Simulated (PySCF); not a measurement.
**Functional dependence of a UV spectrum**

C5H10S.
InChI=1S/C5H10S/c1-4-3-5(4)6-2/h4-5H,3H2,1-2H3/t4-,5+/m0/s1

Linear-response calculations in the def2-SVPD basis (PySCF; singlets by full response, triplets Tamm–Dancoff, core orbitals frozen in the response; HF means time-dependent Hartree–Fock). 'Strongest' is the level of largest summed f among the singlets computed (10 roots, of which the last may lack a degenerate partner); it can jump between rows when another state enters that window. S1 is the lowest singlet of each run and needn't be the same state throughout; f(S1) is that of one state. The structure is a single PBE0-D3(BJ)/def2-SVP conformer in the gas phase; no vibrational or solvent corrections.

| functional | kind | S1 (eV) | f(S1) | strongest (eV) | T1 (eV) | HOMO (eV) | gap (eV) | ionisation energy, ΔSCF (eV) |
| --- | --- | --- | --- | --- | --- | --- | --- | --- |
| LDA | LDA | 4.90 | 0.004 | 6.77 | 4.68 | -5.16 | 4.80 | 8.24 |
| PBE | GGA | 4.89 | 0.004 | 6.75 | 4.63 | -5.07 | 4.82 | 8.10 |
| B3LYP | global hybrid, 20% exact exchange | 5.23 | 0.002 | 7.28 | 4.91 | -6.04 | 6.29 | 8.30 |
| PBE0 | global hybrid, 25% exact exchange | 5.39 | 0.002 | 7.52 | 4.99 | -6.25 | 6.78 | 8.29 |
| BHandHLYP | global hybrid, 50% exact exchange | 5.64 | 0.001 | 8.01 | 5.21 | -7.34 | 8.42 | 8.29 |
| CAM-B3LYP | range-separated hybrid | 5.48 | 0.001 | 7.81 | 5.08 | -7.58 | 8.81 | 8.41 |
| wB97X-D | range-separated hybrid | 5.59 | 0.001 | 7.99 | 5.22 | -8.09 | 10.26 | 8.40 |
| LC-wPBE | range-separated hybrid | 5.78 | 0.001 | 8.43 | 5.24 | -8.94 | 11.24 | 8.51 |
| HF | Hartree–Fock | 6.11 | 0.001 | 8.87 | 5.50 | -9.01 | 11.61 | not settled |

S1 runs from 4.89 eV (PBE) to 6.11 eV (HF), a spread of 1.22 eV, while the orbital gap spreads over 6.8 eV. Along PBE (0%), B3LYP (20%), PBE0 (25%), BHandHLYP (50%), HF (100%) S1 rises with the share of exact exchange. −ε(HOMO) comes closest to its own ΔSCF ionisation energy with wB97X-D (-0.31 eV) and misses most with LDA (-3.08 eV). 'Not settled' means that the ion's SCF failed to converge or may have ended in another state than the lowest.
